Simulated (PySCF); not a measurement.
Molecule: C3H5, net charge -1, singlet state. It need not be the lowest isomer of its formula. Whether it binds its extra electron was not tested at this geometry. SMILES: [CH-]1CC1
Coordinates optimised at B3LYP-D3(BJ)/def2-TZVP (Ansatz):
```
C
H 1 1.0948
H 1 1.0985 2 110.92
C 1 1.5089 2 119.24 3 -137.35
H 4 1.0948 1 119.24 2 0.00
H 4 1.0985 5 110.92 1 -137.35
C 1 1.5250 2 119.21 3 152.32
H 7 1.1025 1 109.10 2 -149.63
```
Charge -1, spin multiplicity 1.

Dispersion corrections to the total energy (kcal/mol) from the dftd3 and dftd4 libraries through PySCF: D3(BJ) without and D4 with the three-body term, each with the damping fitted for the functional named.

| functional | D3(BJ) | D4 |
|---|---|---|
| BHLYP | -3.28 | -3.27 |
| CAM-B3LYP | -1.76 | -2.50 |
| TPSSh | -2.83 | ? |
| B2PLYP | -1.91 | ? |
| HF | -24.26 | -13.38 |
| PW6B95 | -1.08 | -2.78 |
| LC-wPBE | ? | -3.43 |

Problem. Fill in the missing entries.

Solution. 
- TPSSh, D4: -3.84
- B2PLYP, D4: -2.16
- LC-wPBE, D3(BJ): -2.21
